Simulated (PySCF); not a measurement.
**Functional benchmark on one molecule**

Molecule: Pentanenitrile (SMILES C(CCC)C#N).

Molfile (atoms numbered from 1):
```
C5H9N
     RDKit          3D

 15 14  0  0  0  0  0  0  0  0999 V2000
   -2.1918    0.2614    0.3917 C   0  0  0  0  0  0  0  0  0  0  0  0
   -0.9288   -0.4130   -0.1184 C   0  0  0  0  0  0  0  0  0  0  0  0
    0.3435    0.2941    0.3257 C   0  0  0  0  0  0  0  0  0  0  0  0
    1.6057   -0.4012   -0.1880 C   0  0  0  0  0  0  0  0  0  0  0  0
    2.8357    0.2636    0.2237 C   0  0  0  0  0  0  0  0  0  0  0  0
    3.8015    0.8047    0.5610 N   0  0  0  0  0  0  0  0  0  0  0  0
   -2.2621    1.3008    0.0336 H   0  0  0  0  0  0  0  0  0  0  0  0
   -3.0953   -0.2684    0.0551 H   0  0  0  0  0  0  0  0  0  0  0  0
   -2.2129    0.2900    1.4928 H   0  0  0  0  0  0  0  0  0  0  0  0
   -0.9512   -0.4596   -1.2216 H   0  0  0  0  0  0  0  0  0  0  0  0
   -0.9012   -1.4621    0.2255 H   0  0  0  0  0  0  0  0  0  0  0  0
    0.3812    0.3457    1.4267 H   0  0  0  0  0  0  0  0  0  0  0  0
    0.3362    1.3382   -0.0293 H   0  0  0  0  0  0  0  0  0  0  0  0
    1.5963   -0.4502   -1.2899 H   0  0  0  0  0  0  0  0  0  0  0  0
    1.6433   -1.4441    0.1688 H   0  0  0  0  0  0  0  0  0  0  0  0
  1  2  1  0
  2  3  1  0
  3  4  1  0
  4  5  1  0
  5  6  3  0
  1  7  1  0
  1  8  1  0
  1  9  1  0
  2 10  1  0
  2 11  1  0
  3 12  1  0
  3 13  1  0
  4 14  1  0
  4 15  1  0
M  END
```

Geometry PBE0-D3(BJ)/def2-SVP throughout; GIAO in PySCF 2.14, gas phase, one conformer, non-relativistic; equivalent atoms averaged; basis pcSseg-1.

Reference values (measured; solution, not stated per compound (mostly CDCl3 or CCl4); Pretsch, Buehlmann, Badertscher, Structure Determination of Organic Compounds, 4th ed. (2009)): δ(H14/H15) = 2.34 ppm, δ(H12/H13) = 1.63 ppm, δ(H10/H11) = 1.50 ppm, δ(H7/H8/H9) = 0.96 ppm. Computed shifts are taken against TMS, calculated as an isolated molecule at each level.

How do the functionals HF, LDA, PBE, BLYP, BP86, OPBE, KT2, KT3, B97-D, B3LYP, PBE0, mPW1PW91, WP04, B97-2, BHandHLYP, CAM-B3LYP, wB97X-D, LC-wPBE perform against the reference? Times are CPU seconds on shared hosts with different chips, so compare them loosely.

## Answers


| functional | kind | H14/H15 | H12/H13 | H10/H11 | H7/H8/H9 | mean abs. error H | core-s |
| --- | --- | --- | --- | --- | --- | --- | --- |
| HF | Hartree–Fock | 1.81 | 1.32 | 0.98 | 1.12 | 0.38 | 5.4 |
| LDA | LDA | 2.02 | 1.47 | 1.20 | 1.05 | 0.22 | 16 |
| PBE | GGA | 1.99 | 1.44 | 1.18 | 1.06 | 0.24 | 19 |
| BLYP | GGA | 1.98 | 1.45 | 1.20 | 1.09 | 0.24 | 19 |
| BP86 | GGA | 1.99 | 1.45 | 1.17 | 1.07 | 0.24 | 19 |
| OPBE | GGA | 1.99 | 1.45 | 1.16 | 1.04 | 0.24 | 19 |
| KT2 | GGA | 2.03 | 1.43 | 1.17 | 1.07 | 0.24 | 20 |
| KT3 | GGA | 2.01 | 1.44 | 1.18 | 1.07 | 0.24 | 20 |
| B97-D | GGA | 2.00 | 1.46 | 1.20 | 1.10 | 0.24 | 20 |
| B3LYP | global hybrid | 1.93 | 1.42 | 1.14 | 1.08 | 0.28 | 14 |
| PBE0 | global hybrid | 1.92 | 1.40 | 1.10 | 1.06 | 0.29 | 20 |
| mPW1PW91 | global hybrid | 1.92 | 1.40 | 1.10 | 1.06 | 0.29 | 14 |
| WP04 | global hybrid | 1.93 | 1.40 | 1.07 | 1.03 | 0.28 | 20 |
| B97-2 | global hybrid | 1.93 | 1.41 | 1.11 | 1.07 | 0.28 | 19 |
| BHandHLYP | global hybrid | 1.88 | 1.38 | 1.07 | 1.09 | 0.32 | 19 |
| CAM-B3LYP | range-separated hybrid | 1.87 | 1.40 | 1.10 | 1.08 | 0.30 | 25 |
| wB97X-D | range-separated hybrid | 1.87 | 1.38 | 1.07 | 1.06 | 0.31 | 25 |
| LC-wPBE | range-separated hybrid | 1.79 | 1.35 | 1.03 | 1.04 | 0.34 | 33 |

For $^{1}$H the closest is LDA (0.22 ppm, with OPBE, B97-D, KT2, KT3, PBE, BLYP, BP86 practically level) and the furthest HF (0.38 ppm). One molecule is a small sample, and vibrational and solvent effects are absent from the calculation.
